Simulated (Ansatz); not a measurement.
Basis-set extrapolation for C3H6F2O (`CC(O)(F)CF`) (PBE0-D4/def2-TZVP geometry, frozen core, Ansatz). Multiplicity 1, RHF reference.

|  | def2-TZVPP | def2-QZVPP |
| --- | --- | --- |
| HF | -391.011201 | -391.028617 |
| MP2 correlation | -1.247604 | -1.349194 |
| CCSD(T) correlation | -1.322760 | not run |

Energies in hartree. Use E(X) = E(∞) + A·exp(−7.88·√X) for Hartree–Fock and E(X) = E(∞) + B·X^(−2.97) for correlation, with X = 3 and 4, and add CCSD(T) minus MP2 of the smaller set to the MP2 limit.

What is the CCSD(T) energy at the basis-set limit?

HF limit: -391.028617 + (-0.017416) × 0.13774 = -391.03102. MP2 limit: -1.349194 + (-0.101590) × 0.74074 = -1.42445. Higher-order term: -1.322760 − (-1.247604) = -0.07516. Total: -392.53063 hartree, 5.35 eV below CCSD(T)/def2-TZVPP.
